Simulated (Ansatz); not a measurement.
AlClHS, SMILES [SH][Al][Cl], a single point from an input written key by key

Computed with the Python package of Ansatz (0.2.0).

`alclhs.yaml`
```yaml
crystal:
  periodic: [false, false, false]
  atoms:
    - { symbol: S, position_ang: [0.0543, 1.1175, -0.9613] }
    - { symbol: Al, position_ang: [-0.8263, -0.6729, 0.073] }
    - { symbol: Cl, position_ang: [0.4964, -2.3255, 0.6208] }
    - { symbol: H, position_ang: [0.3311, 1.8206, 0.2473] }
magnetization:
  spin_polarized: true
  initial_magnetization: 1
basis:
  gaussian: { orbitals: def2-SVP }
hamiltonian:
  xc: pbe0
```

Run as a notebook:

**Cell 1**
```python
import ansatz
```

**Cell 2**
```python
session = ansatz.Session.from_deck("alclhs.yaml")
r = session.plan(threads=1).execute().report
```

**Cell 3**
```python
print("reference energy %16.6f eV" % r["reference_energy_ev"])
print("total energy     %16.6f eV" % r["free_energy_ev"])
print("occupied orbitals outside the frozen core (up, down):", r["n_occupied"], " frozen:", r["n_frozen"], " virtual:", r["n_virtual"])
symbols = ["S", "Al", "Cl", "H"]
field = r["mean_field"]
print("<S^2> =", round(abs(field["state"]["spin_squared"]), 4), " all-electron relativity setting:", field["relativity"])
print("passes:", field["passes"])
if "symmetry" in field:
    print("occupied orbitals by irrep:", field["symmetry"]["occupied"])
```
Output:
```text
reference energy    -29952.563464 eV
total energy        -29952.563464 eV
occupied orbitals outside the frozen core (up, down): [24, 23]  frozen: 0  virtual: [35, 36]
<S^2> = 0.7528  all-electron relativity setting: none
passes: {'evaluations': 14, 'products': 15}
occupied orbitals by irrep: [{'A': 24}, {'A': 23}]
```

Reading the output:
- Total energies depend on the basis set; only differences at equal settings carry meaning.
- The geometry is a force-field or estimated start, not a minimum of this method, and the basis set is short of its limit.
- The species is open-shell (spin multiplicity 2).
- It ran for 2.9 s on 1 thread of Intel(R) Xeon(R) Platinum 8259CL CPU @ 2.50GHz (Skylake/Cascade Lake) (shared host), peak memory 0.19 GiB.

(Lines on the test bed's own set-up are left out of the output.)
